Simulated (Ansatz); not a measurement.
**What a trial cell of NbRe₂ relaxes into**

Theory: Ansatz 0.2.0, DFT PBE, scalar-relativistic, plane waves, PAW. Cutoff 420 eV, Γ-centred k mesh, Gaussian smearing, no spin polarisation in the final step.

NbRe₂ was placed on the sites of a reported TbCd2 cell (P6/mmm, No. 191), with Nb in place of Tb, Re in place of Cd, at a guessed volume.

```
Nb Re
1.0
     4.07653    0.00000    0.00000
    -2.03826    3.53038    0.00000
     0.00000    0.00000    2.86729
Nb Re
1 2
Direct
  0.00000 0.00000 0.00000
  0.33333 0.66667 0.50000
  0.66667 0.33333 0.50000
```

Cell and atoms relax at zero pressure; the relaxation can't lower the symmetry of the start. After a coarse first stage the cell is made exact in the group found at 0.06 Å.

Energies over the elements count from the elements' standard structures at the same level, with no empirical corrections.

**Question.** Which crystal results?

**Answer.** It keeps P6/mmm (No. 191). Conventional cell: a = 4.642 Å, c = 2.611 Å. Nb is coordinated by 2 Nb at 2.61 Å and 12 Re at 2.98 Å; Re is coordinated by 5 Re at 2.61–2.68 Å and 6 Nb at 2.98 Å.

```cif
data_structure
_symmetry_space_group_name_H-M 'P6/mmm'
_symmetry_Int_Tables_number 191
_cell_length_a 4.6421
_cell_length_b 4.6421
_cell_length_c 2.6113
_cell_angle_alpha 90.000
_cell_angle_beta 90.000
_cell_angle_gamma 120.000
_cell_volume 48.73
loop_
_atom_site_label
_atom_site_type_symbol
_atom_site_symmetry_multiplicity
_atom_site_Wyckoff_symbol
_atom_site_fract_x
_atom_site_fract_y
_atom_site_fract_z
_atom_site_occupancy
Nb1 Nb 1 a 0.00000 0.00000 0.00000 1
Re1 Re 2 d 0.33333 0.66667 0.50000 1
```

**Question.** What are its volume, energy, density and gap?

**Answer.** The volume per atom is 16.24 Å³, the density is 15.86 g/cm³ and the energy over the elements is 0.18 eV/atom. The gap on the 12×12×18 mesh is 0 eV (a metal).

The final run used a 12×12×18 mesh on its 3-atom cell and 0.10 eV smearing. The k mesh leaves about 4 meV/atom of noise in metals. Spin–orbit coupling is left out. A structure relaxed within its symmetry needn't be a true minimum. The steps took of the order of 40 core-seconds in all.

Cost: 3 runs of about 0.74 core-minutes in all, on Intel Xeon 6975P-C (Granite Rapids) (shared hosts).